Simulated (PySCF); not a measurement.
Delta-SCF ions had no search for a lower state. 

Species: C3H9N, SMILES `CN(C)C` (charge 0, multiplicity 1).

### Question
What HOMO, vertical ionisation energy (Delta-SCF) and HOMO–LUMO gap does PBE-D3(BJ)/def2-TZVP // PBE0-D4/def2-SVP run with PySCF give?

### Answer

| Quantity | Value |
|---|---|
| HOMO | -4.74 eV |
| vertical ionisation energy (Delta-SCF) | 8.13 eV |
| HOMO–LUMO gap | 5.09 eV |
